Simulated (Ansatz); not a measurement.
`COCC=S` → `COC=S` + `[CH2]` (triplet) at 600 K and 1 bar (formal loss of a carbene).

Program: Ansatz. Geometries: PBE0-D4/def2-TZVP. ΔE: electronic, gas phase. CBS: MP2 limit from def2 TZ/QZ plus the TZ coupled-cluster correction, frozen cores. This one scheme is used for every species. Triplets are unrestricted, without spin–orbit coupling. One conformer a species, not always the lowest.

| species | CCSD(T)/CBS energy (Eh) | H − E (kJ/mol) | S (J/(mol·K)) |
| --- | --- | --- | --- |
| `COCC=S` | -590.66459 | 284.1 | 414.1 |
| `COC=S` | -551.42124 | 198.4 | 367.5 |
| `[CH2]` (triplet) | -39.09499 | 66.5 | 220.8 |

H − E and S are ideal-gas, rigid-rotor, harmonic terms from PBE0-D4/def2-TZVP, for one conformer and one mirror image of each species, with the whole ground term of open shells counted as degenerate. 1 Eh = 2625.50 kJ/mol, R = 8.31446 J/(mol·K).

Task: By hand: ΔE, ΔH, ΔS and ΔG.

Result: ΔE = (-551.42124) + (-39.09499) − (-590.66459) = 0.14836 Eh = 389.5 kJ/mol. Δ(H − E) = 198.4 + 66.5 − 284.1 = -19.2, so ΔH = 370.3 kJ/mol. ΔS = 367.5 + 220.8 − 414.1 = 174.2 J/(mol·K). ΔG = 370.3 − 600 × (174.2)/1000 = 265.8 kJ/mol.

Task: By hand: the equilibrium constant, and the temperature at which ΔG would vanish if ΔH and ΔS stayed fixed.

Result: log₁₀ K = −ΔG/(RT ln 10) = -23.1. ΔG = 0 at ΔH/ΔS = 2126 K.

The number of gas molecules changes by +1, which sets the sign of ΔS. A doubt of 5 kJ/mol in ΔE shifts log₁₀ K by 0.4 here. Other conformers and mirror images would add mixing entropy, several J/(mol·K) or more a flexible species. Modes under 60 cm⁻¹, often nearly free rotors, make the harmonic entropy too high. A triplet takes part, so the spin changes. These are equilibria of isolated gas molecules and say nothing of rates. Largest T1 diagnostic: 0.017 (customary marks: 0.02 for closed shells, 0.045 for open ones).
